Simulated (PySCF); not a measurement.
Homolysis of single bonds, series C F-Cl. Gas-phase values, no solvent. Strings in code marks are SMILES.

All values below come from PBE0-D3(BJ)/def2-TZVP (PySCF 2.14.0). All candidates: neutral, multiplicity 2. 

| Property | Value |
|---|---|
| dipole moment | 0.00 D |
| highest occupied spin orbital | -12.46 eV |

Question: Name which member has these values.
A) `Cl[C](Cl)Cl`
B) `[F]`
C) `F[C](F)Cl`
D) `F[C](F)F`

Answer: B, `[F]`. The others give `F[C](F)F`: 0.25 D, -7.90 eV; `F[C](F)Cl`: 0.35 D, -7.32 eV; `Cl[C](Cl)Cl`: 0.15 D, -6.43 eV
